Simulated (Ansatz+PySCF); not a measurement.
The numbers below are computed, except where a source is named.
Several solutions for singlet P₂

```xyz
2

P    -0.0066    0.0061   -0.9499
P    -0.0068   -0.0030    0.9388
```

Basis set: def2-SVP (spherical functions). Charge 0, multiplicity 1.

UHF was run from several starts with Ansatz (development build ahead of 0.2.0) and PySCF 2.14.0.

```json
{"run": "A", "program": "PySCF", "start": "guess 1e, instabilities followed", "converged": "yes", "energy (hartree)": "-681.25357", "<S²>": "0.70"}
{"run": "B", "program": "PySCF", "start": "guess atom, instabilities followed", "converged": "yes", "energy (hartree)": "-681.25357", "<S²>": "0.70"}
{"run": "C", "program": "Ansatz", "start": "atomic start, no search", "converged": "yes", "energy (hartree)": "-681.24557", "<S²>": "0.00"}
{"run": "D", "program": "Ansatz", "start": "search for the lowest state", "converged": "yes", "energy (hartree)": "-681.25357", "<S²>": "0.70"}
{"run": "E", "program": "PySCF", "start": "guess minao, instabilities followed", "converged": "yes", "energy (hartree)": "-681.25357", "<S²>": "0.70"}
{"run": "F", "program": "PySCF", "start": "guess huckel, instabilities followed", "converged": "yes", "energy (hartree)": "-681.25357", "<S²>": "0.70"}
{"run": "G", "program": "Ansatz", "start": "stability test followed", "converged": "yes", "energy (hartree)": "-681.25357", "<S²>": "0.70"}
{"run": "H", "program": "PySCF", "start": "program defaults", "converged": "yes", "energy (hartree)": "-681.24557", "<S²>": "0.00"}
```

Task: Which runs reached the lowest solution of this kind, and what is wrong with the others?

Result: A, B, D, E, F, G reached the lowest solution found. Converged but too high: C by 0.22 eV, H by 0.22 eV. Convergence only shows a stationary point, and even a stable one can lie too high; stability tests and further starts are what find lower ones. Caution: the unrestricted determinant is spin contaminated. Caution: the determinant breaks the point group.
